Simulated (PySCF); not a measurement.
Al₂H, quartet in 6-31G: errors against full CI

Geometry: a point of a stretch scan, not a stationary point.

```xyz
3

Al    0.0000    0.0000   -0.3722
Al    0.0000    0.0000   -2.7326
H     0.0000    0.0000    3.1048
```

Basis 6-31G; PySCF 2.14.0. Correlated methods freeze the noble-gas cores, which leaves 7 electrons in 18 orbitals. R marks a restricted (for open shells ROHF) determinant.

Full CI is exact within this basis and frozen core; it isn't the basis-set limit.

- UHF ⟨S²⟩: 4.252
- ⟨S²⟩ of the determinant under UCCSD: 3.762
- T1 diagnostic (ROHF- or RHF-based CCSD): 0.0302
- largest doubles amplitude (ROHF- or RHF-based CCSD): 0.172

Q: From what is known of these methods and the diagnostics, rank them by the size of their error in total energy against full CI in 6-31G, smallest first (an estimate: the text doesn't fix the numbers).
A. RMP2
B. RCCSD(T)
C. RCCSDT
D. RHF
E. RCCSD

A: C (0.63 mEh), B (1.62 mEh), E (5.23 mEh), A (28.46 mEh), D (91.04 mEh).

All errors are against full CI in 6-31G. Within each family the higher level lies nearer, as is usual though not guaranteed.

The full-CI state has the irrep A2 of C2v, in the program's axes (one component, if the state is degenerate).

Natural occupations of full CI about the gap: 1.947 1.805 1.001 0.967 0.967 0.145 0.059 0.059 0.020 0.008; effectively unpaired electrons, Σ n²(2−n)², 3.23.
